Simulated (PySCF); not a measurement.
(methylthio)ethene, C3H6S, SMILES C=CSC, point group Cs.

Force field and properties: KT2/6-31G* (PySCF, grid level 2). Vibrational terms come from second-order perturbation theory with semi-diagonal cubic constants, by steps of ±0.6 along the normal coordinates of each isotopologue. The parent has the commonest isotopes.

Equilibrium geometry (Å):

```csv
atom,x,y,z
C1,-1.3397,0.2090,0.4607
C2,-1.0868,-0.5249,-0.6323
S3,0.4605,-0.8081,-1.3931
C4,1.5321,0.1466,-0.3019
H5,-0.5661,0.7276,1.0112
H6,-2.3545,0.2988,0.8236
H7,-1.8873,-1.0319,-1.1595
H8,1.2438,1.1993,-0.3074
H9,2.5459,0.0455,-0.6856
H10,1.4877,-0.2433,0.7165
```

An isotope shift is δ(isotopologue) − δ(parent), that is, the negative of the change in the averaged GIAO shielding; n counts bonds from the nearest label (0: the labelled atom itself). These are computed values; those of heavy atoms are rounded to 5 ppb, about the numerical noise.

Problem. What isotope shifts arise with ¹³C at 1?

Solution. 
```csv
nucleus,n,0 K (ppb),500 K (ppb)
C1,0,-20,-20
C2,1,-30,-20
H5,1,-3,-3
H6,1,-2,-2
S3,2,-65,-35
H7,2,-1,-1
C4,3,-5,-15
H8,4,-1,-3
H9,4,-1,-2
H10,4,0,-1
```

A mode lies under 250 cm⁻¹, where this perturbation treatment is rough. Internal rotors are held in one well.
